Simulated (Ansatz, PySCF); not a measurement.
System: CH₆Si (charge 0, singlet). SMILES: C[SiH3]
Coordinates optimised at B3LYP-D3(BJ)/def2-TZVP (Ansatz, an electronic-structure program):
```
Si
H 1 1.4834
H 1 1.4834 2 108.30
H 1 1.4834 2 108.30 3 -117.24
C 1 1.8761 2 110.62 4 -121.38
H 5 1.0915 1 110.87 2 60.00
H 5 1.0915 6 108.04 1 -121.68
H 5 1.0915 6 108.04 7 -116.65
```
Charge 0, spin multiplicity 1.

Wanted: atomisation energy, in kcal/mol. Set-up: no dispersion term unless named; non-relativistic; atomisation electronic, to ground-state atoms; open shells spin-unrestricted; spin-orbit terms left out; valence correlation only. CBS(X,Y): correlation extrapolated as X^-3; Hartree-Fock from the larger set. [CCSD(T)-MP2]/basis is that difference in the basis named. First-principles rows: single points at B3LYP-D3(BJ) geometries (Ansatz).

```tsv
species	coefficient	E at BP86/def2-SVP (PySCF), Eh	E at wB97M-V/def2-TZVPD (Ansatz), Eh
C[SiH3] (CH6Si)	-1	-331.10581	-331.16515
C atom	+1	-37.80175	-37.84643
H atom	+6	-0.49913	-0.49411
Si atom	+1	-289.29781	-289.35271
```

Coupled cluster (Ansatz) is a level with limits of its own, used here on species with T1 under 0.025 (0.045 for open shells) and stable references: RI-MP2/CBS(def2-TZVPPD,def2-QZVPPD)+[CCSD(T)-MP2]/def2-TZVPPD. Value to compare with, RI-MP2/CBS(def2-TZVPPD,def2-QZVPPD)+[CCSD(T)-MP2]/def2-TZVPPD (Ansatz): 629.1 kcal/mol. 1 Eh = 627.5095 kcal/mol.

Compute it at each level from the table, and compare with RI-MP2/CBS(def2-TZVPPD,def2-QZVPPD)+[CCSD(T)-MP2]/def2-TZVPPD (Ansatz).


- BP86/def2-SVP: the sum of coefficient times E is 1.01147 Eh, or 634.71 kcal/mol. Result: 634.7 kcal/mol. Its difference against RI-MP2/CBS(def2-TZVPPD,def2-QZVPPD)+[CCSD(T)-MP2]/def2-TZVPPD (Ansatz) is 5.6 kcal/mol.
- wB97M-V/def2-TZVPD: the sum of coefficient times E is 1.00135 Eh, or 628.36 kcal/mol. Result: 628.4 kcal/mol. Its difference against RI-MP2/CBS(def2-TZVPPD,def2-QZVPPD)+[CCSD(T)-MP2]/def2-TZVPPD (Ansatz) is -0.7 kcal/mol.
